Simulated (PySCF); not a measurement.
**Stretching O2**

Set-up: PySCF, no relativity, basis sets O pcseg-1. Energies in eV from O + O in their ground configurations at the same level. State: ³Σg⁻ (triplet), unpaired electrons π ↑↑.

All columns are PBE0.

```json
{"R (Å)": "1.035", "E (eV)": "-3.378", "HOMO (eV)": "-6.96", "LUMO (eV)": "-0.85", "Mayer bond order": "1.75", "⟨S²⟩": "2.01"}
{"R (Å)": "1.083", "E (eV)": "-4.377", "HOMO (eV)": "-7.61", "LUMO (eV)": "-1.50", "Mayer bond order": "1.77", "⟨S²⟩": "2.01"}
{"R (Å)": "1.131", "E (eV)": "-4.923", "HOMO (eV)": "-8.19", "LUMO (eV)": "-2.09", "Mayer bond order": "1.80", "⟨S²⟩": "2.01"}
{"R (Å)": "1.167", "E (eV)": "-5.113", "HOMO (eV)": "-8.59", "LUMO (eV)": "-2.50", "Mayer bond order": "1.81", "⟨S²⟩": "2.01"}
{"R (Å)": "1.203", "E (eV)": "-5.162", "HOMO (eV)": "-8.94", "LUMO (eV)": "-2.87", "Mayer bond order": "1.83", "⟨S²⟩": "2.01"}
{"R (Å)": "1.239", "E (eV)": "-5.100", "HOMO (eV)": "-9.27", "LUMO (eV)": "-3.21", "Mayer bond order": "1.85", "⟨S²⟩": "2.01"}
{"R (Å)": "1.287", "E (eV)": "-4.892", "HOMO (eV)": "-9.65", "LUMO (eV)": "-3.63", "Mayer bond order": "1.87", "⟨S²⟩": "2.01"}
{"R (Å)": "1.347", "E (eV)": "-4.492", "HOMO (eV)": "-10.06", "LUMO (eV)": "-4.09", "Mayer bond order": "1.89", "⟨S²⟩": "2.01"}
{"R (Å)": "1.419", "E (eV)": "-3.890", "HOMO (eV)": "-10.48", "LUMO (eV)": "-4.56", "Mayer bond order": "1.92", "⟨S²⟩": "2.01"}
{"R (Å)": "1.516", "E (eV)": "-2.987", "HOMO (eV)": "-10.90", "LUMO (eV)": "-5.07", "Mayer bond order": "1.94", "⟨S²⟩": "2.01"}
```

The state was picked by a PBE0 search and need not be the measured ground state.
